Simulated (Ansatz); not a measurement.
**HP–Si–P⁺, quintet: the ladder up to UCCSDT(Q)**

Geometry: that of the HP–Si–P, quartet, kept fixed.

```xyz
4

P     0.0000   -0.4396    1.7121
Si    0.0000    0.8419    0.0290
P     0.0000   -0.3427   -1.8263
H     0.0000    0.5845    2.7017
```

Basis cc-pVDZ; Ansatz 0.2.0. Correlated methods freeze the noble-gas cores, which leaves 14 electrons in 44 orbitals. Prefix R: restricted or restricted open-shell reference; prefix U: unrestricted. Active spaces: valence = (10e, 11o, short of the full valence) chosen from the atoms' valence shells.

Full CI isn't at hand for all of this; UCCSDT(Q) serves as the reference, and is uncertain by about the last step of the cluster series. The frozen core follows each run's orbitals, which can shift R against U totals by a few meV.

For open shells CISD is restricted-active-space CI with the open shells as a complete middle space.

- UHF ⟨S²⟩: 6.033
- T1 diagnostic (RCCSD): 0.0312
- largest doubles amplitude (RCCSD): 0.048
- T1 diagnostic (UCCSD): 0.0279

```tsv
level	E − E(RHF) (eV)
UHF	-0.2480
RMP2	-6.4450
UMP2	-6.3913
RCCSD	-7.7392
UCCSD	-7.7472
RCCSD(T)	-8.0441
UCCSD(T)	-8.0432
```

Problem. Estimate how far UCCSDT(Q) in cc-pVDZ lies from RCCSD(T). The table doesn't fix it; the size of (T) and the diagnostics are the guide.

Solution. UCCSDT(Q) in cc-pVDZ lies 3.03 mEh below RCCSD(T), which is 27 % of the (T) step (-11.20 mEh). T1 is raised, and the rest is a large part of (T). The miss exceeds 1 kcal/mol.

The other levels:

```csv
level,E − E(UCCSDT(Q)) (mEh),share of correlation (%),wall time
CISD,44.58,85.07,17 s
BCCD(T),3.01,98.99,4.7 s
RCCSDT,0.90,99.70,–
UCCSDT,0.86,99.71,–
RCCSDT(Q),0.09,99.97,59 s
CASSCF (valence space),239.53,19.79,–
NEVPT2 (valence space),51.01,82.92,11 s
MRCISD (valence space),29.45,90.14,–
MRCISD+Q (valence space),3.41,98.86,19 s
```

The correlation energy at UCCSDT(Q), counted from RHF, is -8.127 eV. That run took 51 s on 1 thread of Arm Neoverse V2, shared host.

Times hold each run's SCF and search for its determinant on a shared host, so for small cases they say little of a method's own cost; they ran on 1 thread of Arm Neoverse V2.

Natural occupations of CASSCF (valence space) about the gap: 1.975 1.967 1.952 1.005 0.999 0.996 0.991 0.036 0.034 0.024; effectively unpaired electrons, Σ n²(2−n)², 4.03.
